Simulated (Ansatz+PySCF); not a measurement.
Values are calculated unless marked as measured or tabulated.
## Ansatz (development build ahead of 0.2.0) run

```yaml
crystal:
  periodic: [false, false, false]
  atoms:
    - { symbol: C, position_ang: [0.0, 0.0, -0.29064] }
    - { symbol: H, position_ang: [0.0, 0.0, 1.74381] }
basis:
  gaussian: { orbitals: "6-31G" }
magnetization:
  initial_magnetization: 1
hamiltonian:
  xc: hf
correlation:
  method: mp2
  frozen_orbitals: { C: 1, H: 0 }
scf:
  omitted_lower_state_checks: [atomic_configurations, cluster_reference, orbital_swaps, given_window_search, neighbouring_geometries, increment]
```

The input is written out in the form of the current development build from the run's settings. Correlation on restricted open-shell orbitals is semicanonical, with singles.

The run gave:

| Item | Value |
| --- | --- |
| Converged | yes |
| Reference energy | -38.12880 hartree |
| Correlation energy | -0.06554 hartree |
| Total energy | -38.19434 hartree |
| Spin squared of the determinant | 0.750 |
| Occupied orbitals by symmetry in an Abelian subgroup (alpha; beta) | 3 A1 1 B1; 3 A1 |

Caution: large amplitudes, a single reference is doubtful; an unrestricted determinant lies well below.
